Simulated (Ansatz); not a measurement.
**Relaxing Ga2O3**

All numbers below come from Ansatz, DFT r2SCAN, scalar-relativistic, plane waves, PAW.

The start is a database structure of Ga2O3, space group R-3c (No. 167).

The final relaxation ran on this input, with the default PAW datasets:

```yaml
crystal:
  lattice:
    - [2.4986991939, 1.4426246522, 4.4835497685]
    - [-2.4986991939, 1.4426246522, 4.4835497685]
    - [0.0, -2.8852493044, 4.4835497685]
  atoms:
    - { symbol: Ga, position: [0.85558558, 0.85558558, 0.85558558] }
    - { symbol: Ga, position: [0.64441442, 0.64441442, 0.64441442] }
    - { symbol: Ga, position: [0.14441442, 0.14441442, 0.14441442] }
    - { symbol: Ga, position: [0.35558558, 0.35558558, 0.35558558] }
    - { symbol: O, position: [0.75, 0.44683282, 0.05316718] }
    - { symbol: O, position: [0.44683282, 0.05316718, 0.75] }
    - { symbol: O, position: [0.05316718, 0.75, 0.44683282] }
    - { symbol: O, position: [0.25, 0.55316718, 0.94683282] }
    - { symbol: O, position: [0.94683282, 0.25, 0.55316718] }
    - { symbol: O, position: [0.55316718, 0.94683282, 0.25] }
basis:
  ecutwfc: 500
kpoints:
  mp_grid: { grid: [6, 6, 6] }
hamiltonian:
  xc: r2scan
scf:
  occupations: { method: gaussian, width: 0.02 }
output:
  forces: true
  stress: true
  eigenvalues: true
relax:
  adjacent_minimum: "off"
  f_tol: 0.01
  max_steps: 80
  cell: { stress_tol: 0.05 }
```

Launched as:

```bash
ansatz run input.yaml --threads 1 --pin off --max-ram 3072MiB --backend cpu --events-out ev --progress --plain --runs-dir out
```

Time: 120 s on 1 thread of Arm Neoverse V2, with other jobs on the host, peak memory 0.72 GiB.

End of the output:

```
SCF converged after 5 iterations
Free energy (F): -18577.664474 eV
Harris-Foulkes:  -18577.664474 eV  (|F-HF|=3.64e-11)
Internal energy: -18577.664474 eV  (E = F + TS)
E sigma→0 (E₀):  -18577.664474 eV
Fermi energy:    10.579244 eV
--- Per-component energies (eV) ---
  E_band       = -47.797352
  E_kinetic    = 1528.393472
  E_local      = -8528.116930  (includes V_loc(G=0)·N_el)
  E_nonlocal   = 2032.932241
  E_hartree    = 3866.553667
  E_xc         = -684.726818
  E_vxc        = -863.682272  (∫ρ·V_xc dr)
  E_paw        = -9022.269655  (= ΣΔE_a)
  E_vpaw       = -2001.577646  (= ΣTr[D̂ρ^β])
  E_aug_tail   = 0.005835  (compensation charges beyond the density's cutoff)
  E_vtau       = 51.140331  (kinetic-family band-sum trace: ∫τ·v_τ [+ j·A + Jᵃ·Aᵃ] dr)
  E_ewald      = -7767.632362
  E_core_change = -2.803925  (= ΣΔE_core)
  E_smearing   =  0.000000  (= −TS)
  E_closure    = 0.000000  (closes the sum)
  Σ components = -18577.664474   (vs F -18577.664474, Δ=0.00e0)
--- Forces (eV/Å), atoms counted from 1 ---
  atom   1  Ga     0.00000000     0.00000000     0.00057875
  atom   2  Ga     0.00000000     0.00000000    -0.00057875
  atom   3  Ga     0.00000000     0.00000000    -0.00057875
  atom   4  Ga     0.00000000     0.00000000     0.00057875
  atom   5  O      0.00114700    -0.00198665     0.00000000
  atom   6  O     -0.00229399     0.00000000     0.00000000
  atom   7  O      0.00114700     0.00198665     0.00000000
  atom   8  O     -0.00114700     0.00198665     0.00000000
  atom   9  O     -0.00114700    -0.00198665     0.00000000
  atom  10  O      0.00229399     0.00000000     0.00000000
  max |Σ_I F_I| component: 9.11e-18 eV/Å
--- Stress (GPa, compression-positive) ---
        0.031908       0.000000       0.000000
        0.000000       0.031908       0.000000
        0.000000       0.000000      -0.023142
  P = ⅓ Tr σ = 0.0136 GPa (0.136 kbar)
--- Relaxed structure (4 steps of the walk, 4 accepted, 1 SCFs on fresh bases) ---
  F+E_penalty+E_count = -18577.66447442 eV   max|allowed force component| = 2.294e-3 eV/Å   (the final SCF, on the basis selected at the relaxed cell)
  cell:  # Å, volume = 96.4047 Å³
    - [2.492072, 1.438798, 4.481117]
    - [-2.492072, 1.438798, 4.481117]
    - [0.000000, -2.877597, 4.481117]
  atoms:
    - { symbol: Ga, position: [0.855391, 0.855391, 0.855391] }
    - { symbol: Ga, position: [0.644609, 0.644609, 0.644609] }
    - { symbol: Ga, position: [0.144609, 0.144609, 0.144609] }
    - { symbol: Ga, position: [0.355391, 0.355391, 0.355391] }
    - { symbol: O, position: [0.75, 0.446396, 0.053604] }
    - { symbol: O, position: [0.446396, 0.053604, 0.750000] }
    - { symbol: O, position: [0.053604, 0.750000, 0.446396] }
    - { symbol: O, position: [0.250000, 0.553604, 0.946396] }
    - { symbol: O, position: [0.946396, 0.25, 0.553604] }
    - { symbol: O, position: [0.553604, 0.946396, 0.25] }
```

Total energies depend on the potentials used, so only differences within one code and one set of settings carry meaning.

The result has space group R-3c (No. 167). Around Ga lie 3 O at 1.93 Å and 3 O at 2.07 Å; O has 2 Ga at 1.93 Å and 2 Ga at 2.07 Å.

Against the elements it lies at -2.069 eV/atom. Formation energies are uncorrected and refer to the elements' standard structures at the same level (O₂ as a molecule).

A structure relaxed within its symmetry needn't be a true minimum.